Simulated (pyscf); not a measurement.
Thermochemistry of product channels of H₃Si–SH + H• on the doublet surface, in kJ/mol, from ωB97M-D3(BJ)/def2-TZVP energies (ideal gas, 1 atm, RRHO with modes under 100 cm⁻¹ raised to 100, one conformer, R ln 2 for chiral ones without a mode under 150 cm⁻¹). PySCF, gas phase, ωB97X-D3(BJ)/def2-SVP geometries.

| products | ΔE | ΔH(298 K) | ΔG(298 K) | ΔG(1200 K) |
|---|---|---|---|---|
| •H₂Si–SH + H₂ | -56.1 | -52.9 | -59.6 | -78.9 |
| S [triplet] + SiH₃• + H₂ | ___ | +297.1 | +260.7 | +152.2 |
| SH• + SiH₄ | ___ | -14.3 | -17.4 | -15.8 |
| H₃Si–S• + H₂ | ___ | -57.6 | -61.3 | -69.4 |

### Question
Complete the blanks.

### Answer

- S [triplet] + SiH₃• + H₂, ΔE: +299.6
- SH• + SiH₄, ΔE: -22.2
- H₃Si–S• + H₂, ΔE: -60.9

These are energies of the channels, which say nothing of barriers. Left out: orbital degeneracy and the spin-orbit lowering of SH, S.
